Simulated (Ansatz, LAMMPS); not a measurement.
Zinc-blende InP, LA phonon frequency at X

Reference value: 193 cm⁻¹ (measured, temperature not stated, no zero-point or thermal correction; as tabulated in Ioffe Institute, NSM Archive: InP, mechanic properties page).

| level (code) | value (cm⁻¹) | cell (Å³/atom) | difference (%) |
|---|---|---|---|
| SNAP InP_JCPA2020.snap (LAMMPS) | 184 | 24.76 | -4.7 |
| LDA (Ansatz) | 178 | 24.73 | -7.8 |
| PBE (Ansatz) | 170 | 26.45 | -11.9 |
| r²SCAN+rVV10 (Ansatz) | 179 | 25.49 | -7.3 |
| PBE0 (Ansatz) | 181 | 25.61 | -6.2 |

Closest of the ranked levels: SNAP InP_JCPA2020.snap (-4.7 %). Farthest off among them: PBE (-11.9 %). All 5 levels lie below the reference.

The measured value isn't corrected to a static lattice, so vibrations enter the comparison.  Each level is taken at its own relaxed cell. Cutoffs and k meshes differ between the levels. Ansatz's density-functional and Hartree–Fock values are scalar-relativistic unless marked +SOC, with PAW data made under PBE.

Machine-learned potentials (SNAP InP_JCPA2020.snap) are trained on DFT data: a solid inside that data is no test of them.

Differences are worked out from the printed values.

Ansatz is a first-principles code.
